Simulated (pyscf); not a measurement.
PySCF, gas phase, ωB97X-D3(BJ)/def2-SVP geometries.

Q: Estimate by transition-state theory (the high-pressure limit) the rate constant of H₄O₂Si₂ (SMILES O1[SiH2]O[SiH2]1) + NH₃ (SMILES N) → H₂N–SiH₂–O–SiH₂–OH (SMILES N[SiH2]O[SiH2]O) (singlet surface; O–Si, H–N broken, N–Si, H–O formed) at 600 K, with ωB97M-D3(BJ)/def2-TZVP energies (ideal gas, 1 atm, RRHO with modes under 100 cm⁻¹ raised to 100, one conformer, R ln 2 for rigid chiral ones; no tunnelling).

A: The electronic barrier is 7.6 kcal/mol and the thermal terms add +21.5, so ΔG‡ = 29.1 kcal/mol. With k_BT/h = 1.25e+13 s⁻¹ and RT = 1.192 kcal/mol, and a volume of 8.18e-20 cm³ per molecule at 1 atm, k = 2.6e-17 cm³ molecule⁻¹ s⁻¹. The product is born with the 30 kcal/mol of the reverse barrier and needs collisions to keep. Wigner's tunnelling factor for 286i cm⁻¹ would be 1.02. A shift of 1 kcal/mol in the barrier changes k by a factor 2.3. On the reactant side the descent ends in an adduct with a Si–Si, N–Si contact, 13.1 kcal/mol under the separated species and 20.7 kcal/mol under the saddle at ωB97X-D3(BJ)/def2-TZVP. What is counted as formed (N–Si) is already present as a longer contact in the reactant adduct; forming that adduct is a step of its own. cyclic H₄O₂Si₂ (SMILES O1[SiH2]O[SiH2]1) is closed by a dative Si–Si contact. One saddle was located; it need not be the lowest between these sides.
